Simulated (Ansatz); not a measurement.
Results of r²SCAN (Ansatz, a quantum-chemistry and plane-wave program, PAW) for hcp Os.

Settings: plane-wave cutoff 500 eV, 20×20×1 k mesh (along the axes of the cell as run), Fermi–Dirac smearing 0.1 eV, scalar-relativistic PAW data made under PBE.

### Question
What does this level give for the surface energy of the (10-11) face and work function of the (10-11) face?

### Answer

- surface energy of the (10-11) face: 4.45 J/m²
- work function of the (10-11) face: 4.49 eV

The slab of 12 atoms is relaxed and unreconstructed.

Spin–orbit coupling is not included.
